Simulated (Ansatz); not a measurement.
## CCSD(T) forces

CH4AlS (charge +1), singlet, displaced at random from a GFN2-xTB minimum.

```tsv
atom	x (Å)	y (Å)	z (Å)
C1	-0.8080	-0.0070	-0.2218
Al2	0.6580	1.0476	-0.0374
S3	0.7693	-1.1863	-0.1941
H4	-1.4108	-0.1717	-1.2325
H5	-1.4008	-0.5197	0.5482
H6	1.5370	2.3994	-0.1191
H7	0.9162	-1.4755	1.1101
```

Ansatz 0.2.0; basis: def2-TZVPP; cores frozen in the correlated methods.

CCSD(T) forces from the calculation:
| atom | Fx | Fy | Fz (eV/Å) |
| --- | --- | --- | --- |
| C1 | -2.939 | -2.541 | -1.260 |
| Al2 | 1.880 | 2.728 | 0.072 |
| S3 | 0.426 | -0.647 | -0.988 |
| H4 | 1.612 | 0.226 | 1.904 |
| H5 | -0.170 | 0.819 | -0.034 |
| H6 | -0.422 | -0.791 | 0.151 |
| H7 | -0.387 | 0.205 | 0.155 |

Question: Which atom feels the largest CCSD(T) force, and how large is it?

Answer: C1, 4.08 eV/Å, along (-0.72, -0.62, -0.31).

Root-mean-square difference of the force components from those of CCSD(T): PBE0-D4 0.160; wB97M-V 0.121; r2SCAN-D4 0.128; PBE-D4 0.191; wB97X-V 0.152; CAM-B3LYP-D4 0.148 eV/Å.

No T1 diagnostic of these runs exceeds 0.013.

For scale, one of the runs: CCSD(T)/def2-TZVPP forces, 171 basis functions (an equivalent command: `ansatz run in.yaml --threads 4`). Hardware: 4 CPU threads, shared host. Wall time 46 s; peak host memory 2.5 GiB.
